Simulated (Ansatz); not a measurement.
Z-matrix (Å, degrees):
```
C
S 1 1.822
H 1 1.090 2 111.6
H 1 1.089 2 108.7 3 120.6
H 1 1.089 2 108.7 3 -120.6
Al 2 2.168 1 102.5 3 -0.3
H 6 1.585 2 117.5 1 0.1
H 6 1.580 2 117.5 1 -179.9
```

The species carries charge 0 and has multiplicity 1.

**Question.** List the r2SCAN/def2-TZVPP orbital energies in eV (the Gaussian-basis code of Ansatz). (Estimate.)

**Answer.** The calculation gave: Occupied: -2408.83, -1517.19, -273.95, -213.26, -157.34, -157.20, -157.17, -110.70, -71.04, -70.85, -70.79, -20.14, -16.29, -11.43, -10.97, -10.23, -9.26, -7.67, -7.15, -6.33. Lowest empty: -1.71, -0.18, 0.23, 0.85, 2.18, 2.57, 2.96, 3.23.
